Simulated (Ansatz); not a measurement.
C4H6F2 (`C/C(F)=C\CF`), relaxed with RKS PBE0-D4/def2-TZVP in Ansatz from a PBE-D4/def2-SVP geometry. The force threshold is 0.005 eV/Å; the program also tests the step.

Charge 0, multiplicity 1.

Start:

```xyz
12

C    -0.294   -1.222   -1.061
C    -0.656   -0.682    0.282
F    -1.588   -1.452    0.891
C    -0.194    0.400    0.938
C     0.823    1.363    0.424
F     0.247    2.608    0.156
H     0.123   -2.246   -0.965
H     0.443   -0.586   -1.583
H    -1.204   -1.301   -1.691
H    -0.632    0.604    1.929
H     1.310    0.993   -0.505
H     1.623    1.522    1.184
```

```tsv
step	energy (eV)	largest force (eV/Å)	largest move (Å)
1	-9672.7100	0.713	0.000
2	-9672.7665	0.193	0.032
3	-9672.7708	0.029	0.011
4	-9672.7709	0.016	0.004
5	-9672.7709	0.011	0.006
6	-9672.7710	0.006	0.005
7	-9672.7710	0.006	0.006
8	-9672.7710	0.006	0.006
9	-9672.7710	0.004	0.005
```

End:

```xyz
12

C    -0.293   -1.202   -1.055
C    -0.642   -0.672    0.281
F    -1.568   -1.442    0.882
C    -0.198    0.391    0.937
C     0.824    1.333    0.424
F     0.246    2.561    0.112
H     0.128   -2.207   -0.963
H     0.421   -0.565   -1.573
H    -1.198   -1.280   -1.663
H    -0.622    0.592    1.915
H     1.314    0.963   -0.478
H     1.588    1.530    1.181
```

Run time 35 s (4 threads of an Arm Neoverse V1 on a shared host); peak host memory 0.57 GiB.
